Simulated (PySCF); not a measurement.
**Cl₂, singlet: reading a ladder of total energies**

Geometry: MP2(full)/6-31G*, from the G2/97 set.

```tsv
atom	x (Å)	y (Å)	z (Å)
Cl	0.0000	0.0000	0.0000
Cl	0.0000	0.0000	2.0151
```

Basis cc-pV(D+d)Z; PySCF 2.14.0. Correlated methods freeze the noble-gas cores, which leaves 14 electrons in 36 orbitals. R marks a restricted (for open shells ROHF) determinant.

Full CI isn't at hand for all of this; RCCSDT(Q) serves as the reference, and is uncertain by about the last step of the cluster series.

| level | total energy (hartree) |
| --- | --- |
| RHF | -918.964474 |
| RMP2 | -919.241314 |
| RCCSD | -919.269942 |
| RCCSD(T) | -919.277313 |
| RCCSDT | -919.277881 |
| RCCSDT(Q) | -919.278626 |

Problem. What is the correlation energy at RCCSDT(Q), and what share of it do RMP2 and RCCSD recover?

Solution. E(corr) = -919.278626 − (-918.964474) = -0.314152 hartree = -8.549 eV. RMP2: -0.276840 / -0.314152 = 88.12 %. RCCSD: -0.305468 / -0.314152 = 97.24 %.

Problem. By how many kcal/mol does RCCSD(T) miss RCCSDT(Q) (1 hartree = 627.509 kcal/mol), and which steps make up the rest?

Solution. -919.277313 − (-919.278626) = 0.001313 hartree = 0.82 kcal/mol. Steps: RCCSDT − RCCSD(T) = -0.36, RCCSDT(Q) − RCCSDT = -0.47 kcal/mol. That is within 1 kcal/mol of the reference in this basis, which itself misses far more of the correlation at the basis-set limit.
